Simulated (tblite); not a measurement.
Compound: C3H7FOS.
SMILES with atom numbers: `[CH3:1][C@@H:2]([F:3])[S@@:4]([CH3:5])=[O:6]` (hydrogens: H7, H8, H9 on C1; H10 on C2; H11, H12, H13 on C5)

Computed with GFN2-xTB (tblite), gas phase: nudged elastic band of 9 images (0 to 8), spring 0.2 eV/Å², climbing image at the end, force threshold 0.05 eV/Å. The top image wasn't refined or checked by frequencies; at this threshold it can lie a kcal/mol or more above the true saddle point of the method.

The band describes a rotation about C2–S4 (sp3 C–F carbon, sulfinyl sulfur), followed by the dihedral F3–C2–S4–C5, from the optimised start (57°) to a second optimised geometry at 180°.

Question: How does the energy change from image to image?

Answer: 
```tsv
image	dihedral (°)	E (kcal/mol)	C2–S4 (Å)	F3···C5 (Å)	largest true force (eV/Å)
0	57	0.00	1.899	2.96	0.01
1	70	0.37	1.895	3.13	0.03
2	86	1.40	1.897	3.35	0.04
3	101	2.62	1.903	3.55	0.04
4	117	3.50	1.908	3.73	0.03
5	133	3.77	1.909	3.86	0.02
6	151	3.46	1.904	3.95	0.03
7	169	3.12	1.899	3.99	0.03
8	180	2.72	1.895	3.98	0.01
```

Barriers of this band. The top is image 5 at 133°: 3.77 kcal/mol forward and 1.05 kcal/mol back; the end lies 2.72 kcal/mol above the start. The central bond is 0.010 Å longer at the top than at the start.

Question: What rate follows at 200 K for crossing this barrier forward?

Answer: Taking the electronic barrier for the free energy of activation (no zero-point or entropy terms, transmission 1), rate = (kT/h)·exp(−ΔE/kT) ≈ 3 × 10^8 s⁻¹, whose inverse is 3 × 10^-9 s. An error of 1 kcal/mol in the barrier changes this by a factor of 12, and the method and the loose band can each miss by that much or more.

Question: How would the two end points share their population at 200 K, from these energies alone?

Answer: exp(−ΔE/kT) with ΔE = 0.118 eV gives 0.0011 for the higher one (end) against 1 for the lower, without vibrational, rotational or degeneracy terms.

What follows is the cost of the whole band run. Time: 3.3 s; peak memory 0.18 GiB. Hardware: one thread, INTEL XEON PLATINUM 8581C at 2.10 GHz (x86_64), no GPU (shared host).
